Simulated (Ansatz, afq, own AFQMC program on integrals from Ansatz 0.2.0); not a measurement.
## CH₃Al, singlet → CH₃Al⁺, doublet, worked out

```xyz
5

Al   -0.0229    0.0000    0.5849
C     0.0451    0.0000   -1.1957
H     0.1606    0.0000    2.1470
H    -0.0423    0.9125   -1.7784
H    -0.0423   -0.9125   -1.7784
```

Connectivity, by distances: AlH–CH2.

Both states at this geometry.

Basis cc-pVDZ. Only valence electrons are correlated. Ansatz 0.2.0 and our own AFQMC program on the same integrals; the CISD trial comes from CCSD amplitudes, and released means the phaseless constraint is let go. Error bars are statistical, one sigma.

Total energies in eV. CBS is CCSD(T) at the limit of def2-TZVPP/QZVPP (MP2 extrapolated, CCSD(T) minus MP2 added); the highest rung of each member is named.

Cautions: CH₃Al (singlet): higher spins were not checked, restricted determinant unstable towards unrestricted (UHF 93 meV lower, ⟨S²⟩ 0.39); CH₃Al⁺ (doublet): its ph-AFQMC/CISD value lies 16 ± 6 meV above CCSDT(Q).

```
         member  count  CCSD(T)/cc-pVDZ  highest rung in cc-pVDZ     which  CCSD(T)/CBS
CH₃Al⁺, doublet     +1       -7657.3897               -7657.4165  CCSDT(Q)   -7659.8901
 CH₃Al, singlet     -1       -7664.6406               -7664.6886  CCSDT(Q)   -7667.4434
```

Work out the best estimate of the vertical ionization energy: the CCSD(T)/CBS difference plus the step from CCSD(T) to the highest rung.

Sums with the counts: CCSD(T)/CBS 7.5533 eV, highest rung 7.2721 eV, CCSD(T)/cc-pVDZ 7.2509 eV. The step is 7.2721 − 7.2509 = 0.0212 eV, so the best estimate is 7.5533 + (0.0212) = 7.5745 eV = 174.7 kcal/mol. The basis set is worth 0.302 eV of it. Zero-point, core-correlation and spin–orbit terms aren't in it. Past Ne the Hartree–Fock part of each CBS total tends to overshoot, since the cores don't follow the formula; that largely cancels in the difference.

Best estimates are given only where the step beyond CCSD(T) is under 0.3 eV and no member's determinant is very poor (T1 over 0.05, or 0.07 for open shells, ⟨S²⟩ too high by 0.3, two states mixed), so the hardest cases are missing from such tables.

CCSDT and higher add their correlation energy to the determinant of the CCSD(T) run, since their own runs factorise the integrals more tightly (a shift of under 2 meV). Each member of a difference takes its own highest rung, so a best estimate needn't equal the limit plus the step of one row.
